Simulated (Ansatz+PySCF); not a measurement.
Results of a calculation; reference values are marked as such.
## PySCF 2.14.0 run

```python
from pyscf import gto, scf, cc

mol = gto.M(atom="""
Al 0.000000 0.000000 0.000000
N 0.000000 0.000000 3.080000
""", basis='sto-3g', charge=0, spin=2)
mf = scf.UHF(mol)
mf.kernel()
mycc = cc.CCSD(mf, frozen=6).run()
et = mycc.ccsd_t()
print(mf.e_tot, mycc.e_corr, et, mycc.e_tot + et)
```

The script is written out from the run's settings.

Output:

| Property | Result |
| --- | --- |
| Converged | yes |
| Reference energy | -292.49108 hartree |
| CCSD correlation energy | -0.12474 hartree |
| Triples correction | -0.00060 hartree |
| Total energy | -292.61641 hartree |
| Spin squared of the determinant | 2.040 |

This is not the lowest solution: another run reaches a determinant 2.55 eV lower. Caution: bonds are stretched, where a single reference can fail.
